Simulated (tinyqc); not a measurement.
Starting guesses with DIIS over 6 matrices: SCF starting guesses in the sto-6g basis, for HF, spin multiplicity 1. Computed by the program tinyqc with PySCF. RHF with one setting changed at a time; a run stops when the energy changes by less than 1e-09 hartree and the error matrix is below 1e-5. Starts: the lowest orbitals of the core Hamiltonian, of the Wolfsberg-Helmholz matrix (K = 1.75), projected atomic densities, random orbitals, and the highest orbitals of the core Hamiltonian (a deliberately bad start).

Geometry (angstrom):
```
atom       x       y       z
F     0.0000  0.0000  0.0000
H     0.0000  0.0000  0.9590
```

lowest restricted solution found by these runs and by PySCF = -99.501689 hartree

Largest element of the error matrix X^T (FDS - SDF) X:
```
iteration     core  Wolfsberg-Helmholz  atomic densities   random  highest core orbitals
1          7.1e-01             6.2e-01           1.2e+00  1.9e+01                3.4e-01
2          1.5e-01             1.2e-01           2.4e-01  7.0e-01                7.2e-01
3          1.0e-02             2.1e-02           3.0e-02  1.1e-01                7.1e-01
4          8.8e-04             1.7e-03           3.7e-03  3.4e-03                6.8e-01
5          1.2e-05             8.2e-05           7.2e-05  2.7e-04                6.3e-01
6          8.4e-08             3.1e-06           2.2e-06  5.7e-05                2.0e-02
8                -                   -                 -  3.2e-08                3.3e-04
10               -                   -                 -        -                5.4e-10
```

How each run ends:
```
run                    iterations  E (hartree)         state
core                            6    -99.50169  lowest found
Wolfsberg-Helmholz              7    -99.50169  lowest found
atomic densities                7    -99.50169  lowest found
random                          8    -99.50169  lowest found
highest core orbitals          10    -99.50169  lowest found
```

What does the comparison show, and why?

5 of 5 runs reach the lowest restricted solution found, in 6 to 10 iterations (fastest: core). The first errors are 7e-01, 6e-01, 1e+00, 2e+01, 3e-01; the deliberately bad start has the smallest one, so a small first error does not mark a good start.
